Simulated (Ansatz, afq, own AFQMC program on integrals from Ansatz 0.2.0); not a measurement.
## AlB, triplet: AFQMC among the cluster methods

```xyz
2

B     0.0000    0.0000    0.0000
Al    0.0000    0.0000    4.5360
```

Basis cc-pVDZ. Noble-gas cores (and the filled d shells of Ga–Kr and In–Xe) are frozen. Integrals, coupled cluster, full CI and functionals: Ansatz 0.2.0; the random walks run on the same integrals in our own AFQMC program. The CISD trial takes its coefficients from CCSD amplitudes. Released means that phaseless walkers are propagated on without the constraint, phases kept. Uncertainties: one standard error, sampling alone.

Determinant: UHF, the one that the program's search chose, which needn't be the lowest solution. The geometry is a point of a scan.

Full CI on the same integrals is exact in this basis and with this determinant's frozen core.

Cautions: lower spins were not checked; the CCSDTQ amplitudes may be one of several solutions (largest double 0.74); the released energies have errors that jump between times, so the bars are unsure, so no released level is given (meV from the phaseless value at times in 1/Eh: 12 ± 15 at 0.24, -6.2 ± 1.5 at 0.51, -9.9 ± 1.2 at 0.99, -175 ± 192 at 1.62, -267 ± 246 at 2.40).

- T1 diagnostic: 0.0141
- weight of the determinant in the CISD state: 0.875
- ⟨S²⟩ of the determinant: 2.023
- size of the correlated space: 6 electrons in 26 orbitals

| level | correlation energy (eV) |
| --- | --- |
| MP2 | -1.8468 |
| CCSD | -2.8940 |
| CCSD(T) | -2.9383 |

(1) Estimate where full CI lies against CCSD(T) on the same integrals.

(1) 5.5 kJ/mol below CCSD(T).

Reference: full CI, correlation energy -2.995 eV.

```csv
level,E − E(reference) (kJ/mol),share of correlation (%)
CCSD(T),5.5,98.09
CCSDT,2.6,99.09
CCSDT(Q),2.0,99.29
CCSDTQ,0.2,99.93
ph-AFQMC/CISD,5.2 ± 0.1,98.22
```

CCSDT and higher add their correlation energy to the determinant of the CCSD(T) run, since their own runs factorise the integrals more tightly (a shift of under 2 meV).
